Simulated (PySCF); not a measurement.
F2 from Hartree–Fock to correlated methods

State: ¹Σg⁺ (singlet), closed shell. Set-up: F pcseg-2; no relativity (PySCF 2.14). De refers to F + F in their high-spin ground configurations, without counterpoise correction.

```csv
Level,Re (Å),ωe (cm⁻¹),De (eV),"CPU s a point (SCF and correlation, without the integrals)"
RHF,1.329,1265,-1.43,0.15
RHF-MP2,1.402,1006,1.77,0.24
RHF-SCS-MP2,1.412,962,1.61,n/a
RHF-CCSD,1.398,1006,1.25,n/a
RHF-CCSD(T),1.420,914,1.53,4
PBE,1.415,996,2.30,0.78
r²SCAN,1.400,1045,1.69,1.1
B3LYP,1.398,1048,1.61,0.92
PBE0,1.377,1099,1.53,1.9
B97-3,1.381,1089,1.54,0.74
MN15,1.372,1111,1.72,1.2
LC-ωPBE,1.373,1125,1.66,0.99
```

**Question.** Which functional lies closest to RHF-CCSD(T) in De, which farthest, and by how much do they differ from it?

**Answer.** Closest is PBE0 (-4.3 pm in Re, +20.2 % in ωe, +0.00 eV in De against RHF-CCSD(T) in the same basis), farthest PBE (-0.5 pm in Re, +9.0 % in ωe, +0.77 eV in De). CCSD(T) converges more slowly with the basis than the functionals do and binds too weakly in this one, so the order can change at the basis-set limit.

**Question.** What does a quarter of exact exchange do here, going from PBE to PBE0?

**Answer.** PBE0 less PBE: -3.8 pm in Re, +10.3 % in ωe, -0.77 eV in De. Exact exchange removes part of the self-interaction that spreads semilocal densities, and in most molecules shortens and stiffens the bond and lowers De; so it does here.

**Question.** What does second-order correlation do here, going from RHF to RHF-MP2?

**Answer.** RHF-MP2 less RHF: +7.3 pm in Re, -20.5 % in ωe, +3.20 eV in De. Correlation nearly always deepens the well. The bond lengthens, as in strong covalent bonds, where excitations into antibonding orbitals dominate.

Correlated steps freeze 2 core orbitals. Where the molecule has an RHF reference, its open-shell atoms are computed with UHF. A negative De means that the minimum lies above the separated atoms at that level.

The whole job (state search and all levels along the bond) took about 2.5 min on 1 thread of Oxide Virtual Turin-like (shared host), peak memory 0.73 GiB.
